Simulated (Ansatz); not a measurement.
Species: sulfur monoxide, SO (charge 0, triplet). SMILES: S=O
Structure (B3LYP-D3(BJ)/def2-TZVP (Ansatz, a program for electronic structure) minimum search):
```
O
S 1 1.4899
```
Charge 0, spin multiplicity 3.

Wanted: enthalpy of formation at 298 K, in kcal/mol. Set-up: 6-31G* and kin with 6d, 5d where marked; 6-311+G** with 5d, 6d on Na to Ar in Ansatz; LANL2DZ with its own core potentials from Na on; no spin-orbit coupling; valence correlation only; non-relativistic; UHF or UKS for open shells. Ab initio and DFT rows: single points at B3LYP-D3(BJ) geometries (Ansatz), with unscaled harmonic terms from B3LYP/6-31G* at its own minima, enthalpies of formation by atomisation with measured atoms.

Measured values: G2/97 table in ASE (Curtiss et al.); they hold spin-orbit and core effects, anharmonicity. 

Value to compare with, the measured value: 1.2 kcal/mol.

| level | program | enthalpy of formation at 298 K (kcal/mol) | error |
|---|---|---|---|
| MP2/STO-3G | Ansatz | 74.2 | 73.0 |
| MP2/3-21G | Ansatz | 65.6 | 64.4 |
| MP2/LANL2DZ | Ansatz | 71.9 | 70.7 |
| MP2/6-31G* | Ansatz | 14.2 | 13.0 |
| MP2/6-311+G** | Ansatz | 15.3 | 14.1 |

Among the 5 habitual levels, MP2/STO-3G lies farthest from the measured value (73.0 kcal/mol); 5 of 5 lie above it, and their mean absolute error is 47.0 kcal/mol, the median 64.4. One case shows no general order.

The sets are all those run for this method; runs whose electronic state is in doubt are left out.
